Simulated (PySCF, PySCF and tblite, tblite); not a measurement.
**(CH3)2CHCHF2 (C₄H₈F₂): conformers and averaged spectra**

Which conformers does (CH3)2CHCHF2 (C₄H₈F₂) (`CC(C)C(F)F`) populate, and what do their averaged NMR parameters look like?

Programs: PySCF 2.14.0 with density-fitted response routines of our own, and tblite 0.8.0. All values are computed, except where a source is named. Atoms count from 0 throughout.

## 1. The starting structure

14 atoms, charge 0, multiplicity 1; geometry from: MMFF94s geometry.

Bonds of the start (Å): C0–C1 1.52, C0–H6 1.09, C0–H7 1.09, C0–H8 1.10, C1–C2 1.52, C1–C3 1.52, C1–H9 1.11, C2–H10 1.09, C2–H11 1.10, C2–H12 1.11, C3–F4 1.36, C3–F5 1.37, C3–H13 1.09.

## 2. GFN2-xTB relaxation, conformer 1

What the job is given:

```
{"job": {"xc": "GFN2-xTB", "basis": "xTB", "kind": "relax"}, "charge": 0, "multiplicity": 1}
C      0.013000     1.457800     0.039000
C      0.026000    -0.022000     0.376400
C     -1.279200    -0.694700     0.001700
C      1.203300    -0.710700    -0.305400
F      2.368400    -0.160600     0.123800
F      1.245800    -2.021700     0.077800
H      0.933000     1.954100     0.348800
H     -0.108200     1.620800    -1.033600
H     -0.820500     1.960000     0.549100
H      0.153400    -0.124800     1.475700
H     -1.293600    -1.750800     0.279400
H     -1.466700    -0.631800    -1.079500
H     -2.135500    -0.207400     0.516100
H      1.160400    -0.669100    -1.391400
```

Started as:

```bash
OMP_NUM_THREADS=1 python ens_run.py task.json out
```

One launch serves the whole session.

Standard output:

```text
step      E/eV     max force
  0    -601.89816    0.986
  1    -601.93132    0.363
  2    -601.93609    0.169
  3    -601.93814    0.104
  4    -601.93884    0.060
  5    -601.93929    0.053
  6    -601.93960    0.067
  7    -601.94002    0.068
  8    -601.94040    0.050
  9    -601.94070    0.036
 10    -601.94070    0.036
 11    -601.94082    0.030
 12    -601.94110    0.035
 13    -601.94118    0.033
 14    -601.94133    0.021
 15    -601.94140    0.022
 16    -601.94149    0.025
 17    -601.94157    0.025
 18    -601.94166    0.021
 19    -601.94174    0.026
 20    -601.94180    0.020
 21    -601.94184    0.014
 22    -601.94187    0.013
 23    -601.94189    0.011
 24    -601.94191    0.008
 25    -601.94191    0.007
 26    -601.94192    0.010
 27    -601.94193    0.012
 28    -601.94195    0.017
 29    -601.94199    0.018
 30    -601.94202    0.016
 31    -601.94205    0.012
 32    -601.94207    0.013
 33    -601.94209    0.016
 34    -601.94212    0.014
 35    -601.94213    0.008
 36    -601.94214    0.006
 37    -601.94214    0.007
 38    -601.94215    0.006
 39    -601.94215    0.004
 40    -601.94215    0.004
```

Wall time 0.14 s (1 thread of AMD EPYC 7B13, shared host).

Relaxing gained 0.044 eV and moved the atoms by 0.03 Å on average (rms).

**GFN2-xTB relaxation, conformer 2**

What the job is given:

```
{"job": {"xc": "GFN2-xTB", "basis": "xTB", "kind": "relax"}, "charge": 0, "multiplicity": 1}
C     -1.043600    -0.984200    -0.007000
C      0.017700     0.026900    -0.433600
C     -0.343400     1.422200     0.049300
C      1.386400    -0.373000     0.114300
F      1.347900    -0.466500     1.483000
F      1.719100    -1.611800    -0.340500
H     -1.156200    -1.021900     1.079500
H     -2.018500    -0.701300    -0.423700
H     -0.801800    -1.990100    -0.362300
H      0.072300     0.017600    -1.514900
H     -1.319900     1.729500    -0.375500
H      0.393900     2.152900    -0.273300
H     -0.433200     1.476500     1.147600
H      2.178500     0.322700    -0.165200
```

Standard output:

```text
step      E/eV     max force
  0    -601.87804    0.862
  1    -601.90750    0.329
  2    -601.91255    0.152
  3    -601.91479    0.104
  4    -601.91593    0.089
  5    -601.91648    0.064
  6    -601.91690    0.053
  7    -601.91726    0.047
  8    -601.91753    0.042
  9    -601.91769    0.031
 10    -601.91769    0.031
 11    -601.91776    0.023
 12    -601.91790    0.020
 13    -601.91793    0.019
 14    -601.91804    0.021
 15    -601.91810    0.023
 16    -601.91819    0.023
 17    -601.91828    0.024
 18    -601.91838    0.026
 19    -601.91845    0.025
 20    -601.91848    0.017
 21    -601.91850    0.012
 22    -601.91852    0.013
 23    -601.91855    0.018
 24    -601.91858    0.020
 25    -601.91860    0.016
 26    -601.91862    0.015
 27    -601.91865    0.015
 28    -601.91869    0.020
 29    -601.91874    0.020
 30    -601.91880    0.018
 31    -601.91886    0.018
 32    -601.91891    0.021
 33    -601.91895    0.016
 34    -601.91897    0.011
 35    -601.91899    0.010
 36    -601.91901    0.012
 37    -601.91902    0.014
 38    -601.91904    0.011
 39    -601.91905    0.010
 40    -601.91906    0.008
 41    -601.91907    0.008
 42    -601.91908    0.008
 43    -601.91908    0.007
 44    -601.91909    0.008
 45    -601.91910    0.010
 46    -601.91911    0.008
 47    -601.91911    0.004
```

It took 0.19 s on 1 thread of AMD EPYC 7B13, shared host.

Relaxing gained 0.041 eV and moved the atoms by 0.04 Å on average (rms).

## 3. Shieldings, conformer 1: PBE0/pcSseg-1

What the job is given:

```
{"job": {"xc": "PBE0", "basis": "pcSseg-1", "kind": "nmr", "pop": true}, "charge": 0, "multiplicity": 1}
C      0.009798     1.467557     0.036260
C      0.009488    -0.013536     0.404731
C     -1.292165    -0.696621    -0.005759
C      1.185754    -0.708177    -0.274464
F      2.366892    -0.164415     0.113424
F      1.251197    -2.017444     0.075962
H      0.951277     1.932297     0.318393
H     -0.132401     1.593270    -1.035188
H     -0.797473     1.978420     0.553803
H      0.153049    -0.120931     1.484936
H     -1.266271    -1.753727     0.246853
H     -1.451437    -0.599594    -1.077776
H     -2.130756    -0.237638     0.510580
H      1.142371    -0.659936    -1.373920
```

Standard output:

```text
coarse grid: 11480 points
cycle   1  E = -356.3862238317  dE =  5.622e-01  |g| = 6.953e-01  |ddm| = 3.006e+00
cycle   2  E = -356.3274796472  dE =  5.874e-02  |g| = 9.512e-01  |ddm| = 9.232e-01
cycle   3  E = -356.4719985331  dE = -1.445e-01  |g| = 6.243e-02  |ddm| = 5.375e-01
cycle   4  E = -356.4726320157  dE = -6.335e-04  |g| = 3.027e-02  |ddm| = 6.279e-02
cycle   5  E = -356.4728382917  dE = -2.063e-04  |g| = 4.130e-03  |ddm| = 2.665e-02
cycle   6  E = -356.4728418805  dE = -3.589e-06  |g| = 1.224e-03  |ddm| = 4.455e-03
final grid: 111016 points
cycle   7  E = -356.5217100989  dE = -4.131e-05  |g| = 8.471e-03  |ddm| = 2.367e-02
cycle   8  E = -356.5217004206  dE =  9.678e-06  |g| = 1.118e-02  |ddm| = 1.455e-02
cycle   9  E = -356.5217266529  dE = -2.623e-05  |g| = 9.340e-04  |ddm| = 8.047e-03
cycle  10  E = -356.5217267929  dE = -1.400e-07  |g| = 2.175e-04  |ddm| = 7.537e-04
cycle  11  E = -356.5217268003  dE = -7.372e-09  |g| = 5.240e-05  |ddm| = 1.494e-04
cycle  12  E = -356.5217268009  dE = -5.970e-10  |g| = 1.299e-05  |ddm| = 4.998e-05
converged SCF energy = -356.5217268009

GIAO shielding tensors (ppm)
atom      isotropic    diamagn.    paramagn.     s11        s22        s33       span
  0 C      168.598     248.005     -79.406    156.652    161.414    187.729     31.078
  1 C      149.322     248.735     -99.413    140.758    144.412    162.796     22.037
  2 C      168.602     248.004     -79.402    156.641    161.429    187.736     31.095
  3 C       59.010     241.793    -182.783     39.070     66.032     71.928     32.857
  4 F      313.514     472.618    -159.103    220.751    338.513    381.279    160.528
  5 F      313.507     472.620    -159.113    220.698    338.491    381.333    160.635
  6 H       30.225      29.866       0.358     25.041     28.881     36.752     11.710
  7 H       31.132      30.637       0.495     27.690     28.911     36.794      9.104
  8 H       30.692      30.078       0.614     26.529     28.259     37.289     10.760
  9 H       29.820      31.603      -1.783     27.362     28.022     34.075      6.713
 10 H       30.225      29.868       0.357     25.040     28.883     36.751     11.711
 11 H       31.132      30.638       0.495     27.691     28.910     36.795      9.104
 12 H       30.693      30.079       0.614     26.530     28.259     37.291     10.761
 13 H       26.107      29.391      -3.284     24.535     25.476     28.310      3.775
```

Wall time 11 s (1 thread of AMD EPYC 7B13, shared host); peak memory 0.7 GiB.

This run: HOMO -9.16 eV, LUMO 1.47 eV; dipole 2.23 D.

## 4. Shieldings, conformer 2: PBE0/pcSseg-1

What the job is given:

```
{"job": {"xc": "PBE0", "basis": "pcSseg-1", "kind": "nmr", "pop": false}, "charge": 0, "multiplicity": 1}
C     -1.063960    -0.986054    -0.000696
C     -0.003147     0.024636    -0.431935
C     -0.346900     1.434973     0.039276
C      1.362319    -0.378926     0.121663
F      1.332005    -0.519441     1.469771
F      1.753890    -1.581309    -0.371476
H     -1.153568    -0.995600     1.083095
H     -2.027360    -0.722796    -0.428795
H     -0.793895    -1.984513    -0.336076
H      0.091211     0.011326    -1.523055
H     -1.315861     1.730774    -0.353218
H      0.397483     2.151424    -0.301156
H     -0.388976     1.467293     1.125567
H      2.156083     0.347741    -0.115134
```

Standard output:

```text
coarse grid: 11480 points
cycle   1  E = -356.3859158034  dE =  5.614e-01  |g| = 6.967e-01  |ddm| = 3.013e+00
cycle   2  E = -356.3250644249  dE =  6.085e-02  |g| = 9.569e-01  |ddm| = 9.249e-01
cycle   3  E = -356.4724736770  dE = -1.474e-01  |g| = 6.110e-02  |ddm| = 5.405e-01
cycle   4  E = -356.4730593191  dE = -5.856e-04  |g| = 3.037e-02  |ddm| = 6.101e-02
cycle   5  E = -356.4732645567  dE = -2.052e-04  |g| = 4.094e-03  |ddm| = 2.623e-02
cycle   6  E = -356.4732680309  dE = -3.474e-06  |g| = 1.093e-03  |ddm| = 4.172e-03
final grid: 111016 points
cycle   7  E = -356.5217889008  dE = -4.121e-05  |g| = 8.626e-03  |ddm| = 2.422e-02
cycle   8  E = -356.5217793439  dE =  9.557e-06  |g| = 1.126e-02  |ddm| = 1.497e-02
cycle   9  E = -356.5218062869  dE = -2.694e-05  |g| = 9.321e-04  |ddm| = 8.124e-03
cycle  10  E = -356.5218064222  dE = -1.353e-07  |g| = 2.322e-04  |ddm| = 7.262e-04
cycle  11  E = -356.5218064307  dE = -8.500e-09  |g| = 4.857e-05  |ddm| = 1.531e-04
cycle  12  E = -356.5218064312  dE = -4.738e-10  |g| = 1.506e-05  |ddm| = 4.425e-05
converged SCF energy = -356.5218064312

GIAO shielding tensors (ppm)
atom      isotropic    diamagn.    paramagn.     s11        s22        s33       span
  0 C      173.052     247.234     -74.182    163.539    165.994    189.623     26.084
  1 C      149.397     248.488     -99.091    140.063    146.800    161.327     21.263
  2 C      168.421     248.056     -79.635    154.886    161.634    188.743     33.857
  3 C       62.071     240.079    -178.009     42.141     68.380     75.692     33.551
  4 F      331.878     474.332    -142.454    233.239    345.015    417.379    184.140
  5 F      310.794     472.940    -162.147    200.874    332.987    398.521    197.647
  6 H       30.610      30.301       0.309     26.623     29.275     35.931      9.308
  7 H       30.932      30.077       0.855     26.469     28.739     37.589     11.120
  8 H       30.207      29.661       0.547     25.025     28.629     36.968     11.944
  9 H       29.915      31.856      -1.941     26.453     28.170     35.122      8.670
 10 H       30.700      30.122       0.579     26.290     28.586     37.224     10.934
 11 H       30.658      30.075       0.584     26.295     27.855     37.826     11.532
 12 H       30.702      30.433       0.269     26.735     29.527     35.843      9.108
 13 H       25.662      28.883      -3.221     23.084     24.738     29.164      6.079
```

Run time: 9.5 s. Hardware: 1 thread of AMD EPYC 7B13, shared host; peak memory 0.74 GiB.

In short: HOMO -9.16 eV, LUMO 1.38 eV; dipole 2.17 D.

## 5. Couplings, conformer 1: B3LYP/pcJ-1+6-31G*

What the job is given:

```
{"job": {"xc": "B3LYP", "basis": {"default": "6-31G*", "H": "pcJ-1", "F": "pcJ-1"}, "nuclei": ["H", "F", "P", "Si", "B"], "kind": "j"}, "charge": 0, "multiplicity": 1}
C      0.009798     1.467557     0.036260
C      0.009488    -0.013536     0.404731
C     -1.292165    -0.696621    -0.005759
C      1.185754    -0.708177    -0.274464
F      2.366892    -0.164415     0.113424
F      1.251197    -2.017444     0.075962
H      0.951277     1.932297     0.318393
H     -0.132401     1.593270    -1.035188
H     -0.797473     1.978420     0.553803
H      0.153049    -0.120931     1.484936
H     -1.266271    -1.753727     0.246853
H     -1.451437    -0.599594    -1.077776
H     -2.130756    -0.237638     0.510580
H      1.142371    -0.659936    -1.373920
```

Standard output:

```text
coarse grid: 11480 points
cycle   1  E = -356.8662137493  dE =  5.199e-01  |g| = 7.527e-01  |ddm| = 2.863e+00
cycle   2  E = -356.7790463224  dE =  8.717e-02  |g| = 1.083e+00  |ddm| = 1.048e+00
cycle   3  E = -356.9660471903  dE = -1.870e-01  |g| = 7.511e-02  |ddm| = 6.017e-01
cycle   4  E = -356.9669775490  dE = -9.304e-04  |g| = 3.744e-02  |ddm| = 8.335e-02
cycle   5  E = -356.9672963804  dE = -3.188e-04  |g| = 4.914e-03  |ddm| = 3.366e-02
cycle   6  E = -356.9673015680  dE = -5.188e-06  |g| = 1.601e-03  |ddm| = 5.552e-03
final grid: 111016 points
cycle   7  E = -356.9544274276  dE = -1.020e-04  |g| = 8.473e-03  |ddm| = 2.135e-02
cycle   8  E = -356.9544143862  dE =  1.304e-05  |g| = 1.197e-02  |ddm| = 1.428e-02
cycle   9  E = -356.9544417879  dE = -2.740e-05  |g| = 8.361e-04  |ddm| = 8.470e-03
cycle  10  E = -356.9544418888  dE = -1.009e-07  |g| = 3.276e-04  |ddm| = 7.317e-04
cycle  11  E = -356.9544419107  dE = -2.191e-08  |g| = 4.413e-05  |ddm| = 2.458e-04
cycle  12  E = -356.9544419112  dE = -4.558e-10  |g| = 1.144e-05  |ddm| = 5.169e-05
converged SCF energy = -356.9544419112

Indirect spin-spin couplings (Hz)
  i      j    bonds     total        FC       PSO       DSO        SD
  4 F    5 F    2    260.386    55.247   118.922    -0.535    86.751
  4 F    6 H    4      2.696     2.379    -0.698     1.267    -0.252
  4 F    7 H    4      0.240    -0.460     1.337    -0.406    -0.231
  4 F    8 H    4      0.589     0.909     1.017    -1.215    -0.122
  4 F    9 H    3      8.781     8.693     0.314     0.120    -0.346
  4 F   10 H    4     -2.589    -1.406     0.226    -1.306    -0.102
  4 F   11 H    4     -1.389    -1.151     0.757    -1.178     0.182
  4 F   12 H    4      5.134     5.600     0.845    -1.416     0.105
  4 F   13 H    2     63.059    66.461     0.958    -0.806    -3.555
  5 F    6 H    4     -2.589    -1.406     0.225    -1.307    -0.102
  5 F    7 H    4     -1.386    -1.148     0.757    -1.177     0.182
  5 F    8 H    4      5.139     5.606     0.844    -1.416     0.105
  5 F    9 H    3      8.739     8.650     0.317     0.118    -0.345
  5 F   10 H    4      2.691     2.376    -0.702     1.269    -0.251
  5 F   11 H    4      0.238    -0.463     1.336    -0.404    -0.231
  5 F   12 H    4      0.598     0.918     1.017    -1.215    -0.122
  5 F   13 H    2     63.065    66.470     0.956    -0.806    -3.556
  6 H    7 H    2    -13.610   -13.137     1.887    -2.360         -
  6 H    8 H    2    -14.442   -13.934     1.989    -2.496         -
  6 H    9 H    3      3.395     3.447     0.074    -0.126         -
  6 H   10 H    4      2.750     3.275     1.276    -1.800         -
  6 H   11 H    4     -0.669    -0.188     1.035    -1.516         -
  6 H   12 H    4     -0.489    -0.010     1.033    -1.512         -
  6 H   13 H    4     -0.283    -0.124     0.246    -0.405         -
  7 H    8 H    2    -14.168   -13.682     2.001    -2.487         -
  7 H    9 H    3     13.035    13.934     1.787    -2.686         -
  7 H   10 H    4     -0.669    -0.188     1.035    -1.516         -
  7 H   12 H    4     -0.441    -0.251     0.352    -0.543         -
  7 H   13 H    4      0.242    -0.180    -1.134     1.556         -
  8 H    9 H    3      3.901     3.961     0.137    -0.197         -
  8 H   10 H    4     -0.489    -0.010     1.033    -1.512         -
  8 H   11 H    4     -0.442    -0.251     0.353    -0.543         -
  8 H   12 H    4      0.163    -0.176    -0.864     1.202         -
  8 H   13 H    4     -0.867    -0.407     1.024    -1.485         -
  9 H   10 H    3      3.397     3.449     0.074    -0.126         -
  9 H   11 H    3     13.036    13.935     1.787    -2.686         -
  9 H   12 H    3      3.899     3.959     0.137    -0.198         -
  9 H   13 H    3      7.602     8.557     1.772    -2.727         -
 10 H   11 H    2    -13.624   -13.151     1.886    -2.359         -
 10 H   12 H    2    -14.444   -13.936     1.988    -2.496         -
 10 H   13 H    4     -0.284    -0.124     0.248    -0.408         -
 11 H   12 H    2    -14.169   -13.684     2.001    -2.487         -
 11 H   13 H    4      0.242    -0.181    -1.133     1.555         -
 12 H   13 H    4     -0.868    -0.408     1.024    -1.485         -
```

Run time: 17 s. Hardware: 1 thread of AMD EPYC 7B13, shared host; peak memory 0.88 GiB.

In short: HOMO -8.86 eV, LUMO 1.29 eV; dipole 2.26 D.

## 6. Couplings, conformer 2: B3LYP/pcJ-1+6-31G*

What the job is given:

```
{"job": {"xc": "B3LYP", "basis": {"default": "6-31G*", "H": "pcJ-1", "F": "pcJ-1"}, "nuclei": ["H", "F", "P", "Si", "B"], "kind": "j"}, "charge": 0, "multiplicity": 1}
C     -1.063960    -0.986054    -0.000696
C     -0.003147     0.024636    -0.431935
C     -0.346900     1.434973     0.039276
C      1.362319    -0.378926     0.121663
F      1.332005    -0.519441     1.469771
F      1.753890    -1.581309    -0.371476
H     -1.153568    -0.995600     1.083095
H     -2.027360    -0.722796    -0.428795
H     -0.793895    -1.984513    -0.336076
H      0.091211     0.011326    -1.523055
H     -1.315861     1.730774    -0.353218
H      0.397483     2.151424    -0.301156
H     -0.388976     1.467293     1.125567
H      2.156083     0.347741    -0.115134
```

Standard output:

```text
coarse grid: 11480 points
cycle   1  E = -356.8652173088  dE =  5.196e-01  |g| = 7.544e-01  |ddm| = 2.865e+00
cycle   2  E = -356.7744996232  dE =  9.072e-02  |g| = 1.092e+00  |ddm| = 1.060e+00
cycle   3  E = -356.9660228979  dE = -1.915e-01  |g| = 7.398e-02  |ddm| = 6.138e-01
cycle   4  E = -356.9668944761  dE = -8.716e-04  |g| = 3.777e-02  |ddm| = 8.157e-02
cycle   5  E = -356.9672149268  dE = -3.205e-04  |g| = 4.846e-03  |ddm| = 3.336e-02
cycle   6  E = -356.9672198628  dE = -4.936e-06  |g| = 1.410e-03  |ddm| = 5.215e-03
final grid: 111016 points
cycle   7  E = -356.9539947941  dE = -9.979e-05  |g| = 8.558e-03  |ddm| = 1.941e-02
cycle   8  E = -356.9539818156  dE =  1.298e-05  |g| = 1.201e-02  |ddm| = 1.450e-02
cycle   9  E = -356.9540097326  dE = -2.792e-05  |g| = 8.453e-04  |ddm| = 8.509e-03
cycle  10  E = -356.9540098342  dE = -1.016e-07  |g| = 3.301e-04  |ddm| = 7.112e-04
cycle  11  E = -356.9540098562  dE = -2.202e-08  |g| = 3.670e-05  |ddm| = 2.377e-04
cycle  12  E = -356.9540098565  dE = -2.616e-10  |g| = 1.344e-05  |ddm| = 3.794e-05
converged SCF energy = -356.9540098565

Indirect spin-spin couplings (Hz)
  i      j    bonds     total        FC       PSO       DSO        SD
  4 F    5 F    2    252.100    52.500   114.492    -0.506    85.615
  4 F    6 H    4      1.673     1.840    -1.303     1.296    -0.159
  4 F    7 H    4      1.949     2.616     0.801    -1.316    -0.151
  4 F    8 H    4     -0.540    -0.581     0.633    -0.288    -0.304
  4 F    9 H    3     21.814    23.919     0.035    -2.051    -0.089
  4 F   10 H    4     -0.322    -0.142     1.199    -1.256    -0.123
  4 F   11 H    4      0.582    -0.218     1.519    -0.480    -0.238
  4 F   12 H    4      1.999     1.182    -0.125     1.141    -0.198
  4 F   13 H    2     64.540    67.962     0.969    -0.791    -3.599
  5 F    6 H    4     -0.575    -0.440     0.731    -0.571    -0.295
  5 F    7 H    4      1.257     1.895     0.716    -1.234    -0.119
  5 F    8 H    4      1.312     1.773    -1.482     1.221    -0.200
  5 F    9 H    3      4.196     2.761     1.673     0.204    -0.441
  5 F   10 H    4      5.892     6.343     0.860    -1.405     0.093
  5 F   11 H    4     -0.821    -0.433     0.553    -1.058     0.117
  5 F   12 H    4     -2.325    -1.227     0.325    -1.354    -0.069
  5 F   13 H    2     63.142    66.603     0.980    -0.844    -3.598
  6 H    7 H    2    -13.854   -13.375     1.917    -2.396         -
  6 H    8 H    2    -14.114   -13.662     1.752    -2.204         -
  6 H    9 H    3     13.070    13.968     1.772    -2.670         -
  6 H   10 H    4     -0.408    -0.244     0.253    -0.417         -
  6 H   11 H    4     -0.694    -0.193     1.064    -1.565         -
  6 H   13 H    4     -0.984    -0.441     1.258    -1.801         -
  7 H    8 H    2    -14.162   -13.665     1.957    -2.454         -
  7 H    9 H    3      3.899     3.972     0.183    -0.255         -
  7 H   10 H    4      0.196    -0.171    -0.924     1.291         -
  7 H   11 H    4     -0.484    -0.010     1.030    -1.505         -
  7 H   12 H    4     -0.480    -0.276     0.357    -0.561         -
  7 H   13 H    4      0.598     1.134     1.320    -1.856         -
  8 H    9 H    3      3.337     3.386     0.058    -0.107         -
  8 H   10 H    4     -0.360     0.117     1.022    -1.499         -
  8 H   11 H    4      2.684     3.208     1.283    -1.807         -
  8 H   12 H    4     -0.761    -0.271     1.044    -1.533         -
  8 H   13 H    4     -0.921    -0.356     1.293    -1.858         -
  9 H   10 H    3      4.011     4.113     0.251    -0.354         -
  9 H   11 H    3      3.574     3.609     0.135    -0.170         -
  9 H   12 H    3     14.089    14.986     1.790    -2.687         -
  9 H   13 H    3      1.224     1.252     0.038    -0.066         -
 10 H   11 H    2    -14.261   -13.751     2.055    -2.565         -
 10 H   12 H    2    -14.271   -13.783     1.954    -2.443         -
 10 H   13 H    4     -0.700    -0.258     0.978    -1.419         -
 11 H   12 H    2    -13.536   -13.060     1.914    -2.390         -
 11 H   13 H    4      0.315    -0.149    -1.251     1.715         -
 12 H   13 H    4     -0.258    -0.151     0.121    -0.229         -
```

It took 19 s on 1 thread of AMD EPYC 7B13, shared host; peak memory 0.81 GiB.

This run: HOMO -8.85 eV, LUMO 1.18 eV; dipole 2.20 D.

[end of part 1 of 2]
